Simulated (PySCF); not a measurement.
**Nitrogen: a sound run and one with changed settings**

Sound run: N [He] 2s2 2p3, N⁺ [He] 2s2 2p2. Computed with PySCF 2.14 in pcseg-2 (4s3p2d1f, 30 functions), with no relativity, point nucleus. The sound run starts from symmetry-adapted Hartree-Fock orbitals and uses a fine grid where one is needed.

Changed run: radial step 0.8 in ln r (0.13 in the sound run). This setting is unsound on purpose.

```
species  method  sound run (hartree)  changed run (hartree)  converged
      N     UHF            -54.39880              -54.39880        yes
      N     LDA            -54.13165              -54.14484        yes
      N    BP86            -54.59254              -54.60833        yes
     N⁺     UHF            -53.88813              -53.88813        yes
     N⁺     LDA            -53.58015              -53.59723        yes
     N⁺    BP86            -54.05000              -54.06949        yes
```

Ionisation energy of N:

```csv
method,sound run (eV),changed run (eV)
UHF,13.896,13.896
LDA,15.007,14.901
BP86,14.763,14.662
```

A coarse radial grid mis-integrates the density and the exchange-correlation energy, with errors of either sign; Hartree-Fock needs no grid.

For comparison, NIST gives 14.534 eV between the lowest levels.
